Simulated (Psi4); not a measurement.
This Psi4 input (PBE/pcseg-4) gives -109.45959 Eh with 202 basis functions.

```
memory 2025 MB

molecule {
0 1
N    -0.00000000   -0.00000000   -0.54544247
N     0.00000000    0.00000000    0.54544247
}

set {
  basis pcseg-4
  scf_type df
}

energy('pbe')
print_variables()
```

Change:
```diff
- basis pcseg-4
+ basis aug-pcseg-3
```

Task: What does the run give now?

Result: -109.45942 Eh (PBE/aug-pcseg-3, 170 functions), a change of +0.17 mEh.
